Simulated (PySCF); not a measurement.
Compound: C5H7F.
Numbering: `[CH:1]#[C:2][C@@H:3]([CH3:4])[CH2:5][F:6]` (hydrogens: H7 on C1; H8 on C3; H9, H10, H11 on C4; H12, H13 on C5)

Computed by this run: PBE0-D3(BJ)/def2-SVP geometry optimisation, gas phase in PySCF; density fitting, grid level 1; the optimiser is geomeTRIC in internal coordinates, started from a GFN2-xTB structure with every atom displaced at random (about 0.01 Å).

Step 0: E = -7999.0984 eV
```
atom  x, y, z in Å  |  force x, y, z in eV/Å
C1      2.4221   -0.5975    0.4784   -3.279   0.695  -1.239
C2      1.2952   -0.3755    0.0475    1.602  -0.283   0.414
C3     -0.0666   -0.1351   -0.4461    1.196   0.573   0.600
C4     -1.0306   -0.9482    0.3570   -1.966   0.318   0.095
C5     -0.3540    1.3598   -0.3577   -0.768   0.268   0.284
F6     -1.5515    1.6517   -0.9648   -0.278  -0.233  -0.042
H7      3.3777   -0.7599    0.8348    1.747  -0.334   0.663
H8     -0.0807   -0.4191   -1.4986   -0.175  -0.111  -0.455
H9     -0.8681   -2.0089    0.2645    0.244  -0.751  -0.146
H10    -1.0080   -0.7049    1.4282    0.198   0.126   0.032
H11    -2.0772   -0.7418    0.0122    0.571  -0.121   0.151
H12    -0.4380    1.6934    0.7010    0.236  -0.218  -0.235
H13     0.3867    1.9686   -0.8673    0.672   0.072  -0.120
```

Step 1: E = -7999.2117 eV
```
atom  x, y, z in Å  |  force x, y, z in eV/Å
C1      2.4437   -0.4527    0.4398    0.466  -0.419   0.247
C2      1.2975   -0.4300    0.0545   -0.256   0.387  -0.136
C3     -0.0628   -0.1739   -0.4192    0.181  -0.081   0.143
C4     -1.1230   -0.9571    0.3514   -0.102  -0.036  -0.126
C5     -0.3159    1.3301   -0.3318   -0.093  -0.005  -0.165
F6     -1.5147    1.6305   -0.9300   -0.006  -0.017   0.049
H7      3.4522   -0.6007    0.7985   -0.201   0.131  -0.094
H8     -0.1007   -0.4549   -1.4875   -0.074   0.034   0.012
H9     -0.9899   -2.0421    0.2383    0.041   0.010   0.002
H10    -1.0877   -0.7129    1.4225    0.040   0.002   0.048
H11    -2.1176   -0.6881   -0.0293   -0.034  -0.006   0.000
H12    -0.3577    1.6436    0.7252    0.036   0.019   0.001
H13     0.4834    1.8907   -0.8432    0.004  -0.018   0.020
```

Step 2: E = -7999.2269 eV
```
atom  x, y, z in Å  |  force x, y, z in eV/Å
C1      2.4472   -0.4816    0.4541   -0.143  -0.281   0.017
C2      1.3021   -0.4163    0.0597    0.095   0.294  -0.019
C3     -0.0579   -0.1605   -0.4146    0.073  -0.065   0.040
C4     -1.1146   -0.9557    0.3493   -0.052  -0.009  -0.013
C5     -0.3269    1.3409   -0.3409   -0.067  -0.017  -0.017
F6     -1.5387    1.6213   -0.9213    0.029  -0.014   0.021
H7      3.4481   -0.6405    0.8121    0.006   0.080  -0.014
H8     -0.1055   -0.4406   -1.4823    0.004   0.002  -0.014
H9     -0.9632   -2.0375    0.2303    0.017   0.000   0.005
H10    -1.0753   -0.7178    1.4232    0.003  -0.012   0.008
H11    -2.1149   -0.6982   -0.0274    0.017  -0.001   0.002
H12    -0.3553    1.6663    0.7131    0.026   0.021   0.002
H13     0.4619    1.9028   -0.8660   -0.009   0.002  -0.018
```

Problem. Estimate the geometry and energy of step 3. (The exact step hangs on the optimiser's Hessian estimate; all steps are aligned on step 2, rigid shifts and turns removed.)

Solution. E = -7999.2392 eV, largest force 0.238 eV/Å
```
atom  x, y, z in Å  |  force x, y, z in eV/Å
C1      2.4388   -0.5338    0.4739   -0.217  -0.083  -0.054
C2      1.3075   -0.3890    0.0638    0.119   0.111   0.010
C3     -0.0494   -0.1380   -0.4111   -0.100  -0.034  -0.054
C4     -1.0958   -0.9537    0.3487    0.031   0.007   0.064
C5     -0.3452    1.3585   -0.3515    0.012  -0.012   0.075
F6     -1.5751    1.6053   -0.9044   -0.011   0.009  -0.009
H7      3.4322   -0.7084    0.8348    0.123   0.016   0.038
H8     -0.1026   -0.4197   -1.4786    0.058  -0.013  -0.008
H9     -0.9161   -2.0305    0.2235   -0.012  -0.005   0.000
H10    -1.0570   -0.7249    1.4256   -0.016  -0.003  -0.027
H11    -2.1008   -0.7148   -0.0261    0.012   0.003  -0.003
H12    -0.3498    1.7064    0.6963    0.006  -0.006  -0.004
H13     0.4202    1.9249   -0.9056   -0.006   0.010  -0.028
```

The energy changes by -0.0124 eV. The first-order estimate −F·Δx gives -0.0210 eV and the mean of the old and new forces, exact on a quadratic surface, -0.0129 eV. The step makes an angle of 73° with the force vector and moves no atom by more than 0.073 Å.

The cost below is that of the whole optimisation. Time: 33 s; peak memory 0.49 GiB. Hardware: one thread, Arm Neoverse V1 (aarch64), no GPU, shared host.
